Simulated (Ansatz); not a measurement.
Input file for Ansatz (a quantum-chemistry and plane-wave program): R-RI-MP2/aug-cc-pVTZ on C2H2 (SMILES C#C) with ghost functions. Files ending in .json are basis or fitting sets from the Basis Set Exchange.

Ansatz 0.2 input:
```yaml
crystal:
  periodic: [false, false, false]
  atoms:
    - {symbol: C, position_ang: [-0.00000000, 0.00000000, 1.57829513]}
    - {symbol: H, position_ang: [-0.00000000, 0.00000000, 0.51136193]}
    - {symbol: C, position_ang: [-0.00000000, 0.00000000, 2.78576543]}
    - {symbol: H, position_ang: [-0.00000000, 0.00000000, 3.85017859]}
basis:
  gaussian:
    orbitals: aug-cc-pVTZ
    fitting: {mean_field: def2-universal-JKFIT, correlation: aug-cc-pVTZ-RIFIT.json}
    ghost_atoms:
      - {symbol: C, position_ang: [0.00000000, 0.60356400, -2.18173438]}
      - {symbol: H, position_ang: [0.00000000, 1.66847581, -2.18429610]}
      - {symbol: C, position_ang: [0.00000000, -0.60356400, -2.18173438]}
      - {symbol: H, position_ang: [0.00000000, -1.66847581, -2.18429610]}
magnetization: {spin_polarized: false}
correlation: {method: mp2, electrons: outside_noble_gas}
scf: {lower_state_search: off}
```

The log:

```
WARN ansatz: RAYON_NUM_THREADS=1 ignored (pool sized by the plan → 1); use --threads N
Functional definition: HF
these checks for a lower state are left out or cut short: stability, starts, cluster_reference, orbital_swaps, neighbouring_geometries, increment
integrals: 0.23 GiB planned
372 factors; integrals over basis functions are off by at most 8.8e-1 eV
mean field: 0.40 GiB planned
mean field evaluation 1: about -2089.5722 eV, gradient 2.5e1 eV
mean field evaluation 2: about -2091.0009 eV, gradient 8.2e0 eV
mean field evaluation 4: about -2091.1847 eV, gradient 1.2e-1 eV
mean field evaluation 8: about -2091.1848 eV, gradient 1.3e-6 eV
mean field -2091.18480646 eV, -76.8496241813 hartree, gradient 1.3e-6 eV, S^2 0.000000; 0 other end points of the search recorded, 0 dependent functions left out
2 core orbitals not correlated
608 factors; their error is unknown
reference -2091.18480646 eV, -76.8496241813 hartree; 5, 5 occupied and 269, 269 virtual orbitals, 608 factors
second order -8.55918873 eV of doubles, -0.00000000 eV of singles
Total energy: -2099.74399519 eV, -77.1641685655 hartree
Checks for a lower state left out: stability, starts, cluster_reference, orbital_swaps, neighbouring_geometries, increment
```

The calculation finished and met its thresholds.

Cost: roughly 1.6 core-seconds.
